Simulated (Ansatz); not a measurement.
## Ansatz (development build ahead of 0.2.0) run

```yaml
crystal:
  periodic: [false, false, false]
  atoms:
    - { symbol: O, position_ang: [0.0, 0.0, 0.0] }
    - { symbol: H, position_ang: [1.63035, 0.0, 1.36802] }
    - { symbol: H, position_ang: [-1.14294, 0.0, 0.95904] }
basis:
  gaussian: { orbitals: "6-31G" }
magnetization:
  initial_magnetization: 2
hamiltonian:
  xc: hf
correlation:
  method: fci
  frozen_orbitals: { H: 0, O: 1 }
```

The input is written out in the form of the current development build from the run's settings.

The run gave:

* Converged: yes
* Total energy: -75.89300 hartree
* State: lowest triplet root, of any spatial symmetry
